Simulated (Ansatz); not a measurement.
Write a Python script for Ansatz 0.2.0, Python API that makes a single point from an input written key by key of AlH₆PSi, SMILES [SiH3][AlH][PH2]. Use: PBE, def2-SVP basis, multiplicity 1.

`input.yaml`
```yaml
crystal:
  periodic: [false, false, false]
  atoms:
    - { symbol: Si, position_ang: [-1.0077, 1.0026, -1.0109] }
    - { symbol: Al, position_ang: [0.7989, 0.0999, 0.0807] }
    - { symbol: P, position_ang: [0.4462, -1.2241, 1.9557] }
    - { symbol: H, position_ang: [-1.8744, -0.0167, -1.4851] }
    - { symbol: H, position_ang: [-0.5918, 1.8233, -2.196] }
    - { symbol: H, position_ang: [-1.7826, 1.9406, -0.0938] }
    - { symbol: H, position_ang: [2.3053, 0.3643, -0.4664] }
    - { symbol: H, position_ang: [-0.0461, -2.311, 1.2032] }
    - { symbol: H, position_ang: [1.8407, -1.7251, 1.9955] }
basis:
  gaussian: { orbitals: def2-SVP }
hamiltonian:
  xc: pbe
```

Script `run_deck.py`:
```python
import logging
import sys

import ansatz as az

logging.basicConfig(stream=sys.stdout, format='%(name)s: %(message)s')
logger = logging.getLogger('calc')
logger.setLevel(logging.INFO)


def main() -> None:
    session = az.Session.from_deck('input.yaml')
    report = session.plan(threads=1).execute().report

    for key in ('converged', 'free_energy_ev', 'reference_energy_ev', 'n_frozen', 'n_occupied', 'n_virtual'):
        logger.info(f'{key:22s} {report[key]}')
    symbols = ['Si', 'Al', 'P', 'H', 'H', 'H', 'H', 'H', 'H']
    field = report['mean_field']
    print('<S^2> =', round(abs(field['state']['spin_squared']), 4), ' all-electron relativity setting:', field['relativity'])
    print('passes:', field['passes'])
    if 'symmetry' in field:
        print('occupied orbitals by irrep:', field['symmetry']['occupied'])


if __name__ == '__main__':
    main()
```

Running `python run_deck.py` prints:
```text
calc: converged              True
calc: free_energy_ev         -23840.36501062009
calc: reference_energy_ev    -23840.36501062009
calc: n_frozen               0
calc: n_occupied             [24, 24]
calc: n_virtual              [60, 60]
<S^2> = 0.0  all-electron relativity setting: none
passes: {'evaluations': 13, 'products': 10}
occupied orbitals by irrep: [{'A': 24}, {'A': 24}]
```

Notes:
- Total energies depend on the basis set; only differences at equal settings carry meaning.
- The geometry is a force-field or estimated start, not a minimum of this method, and the basis set is short of its limit.
- Finished in 2 s on 1 thread of Arm Neoverse V1, on a shared host, peak memory 0.16 GiB.

(Lines on the test bed's own set-up are left out of the output.)
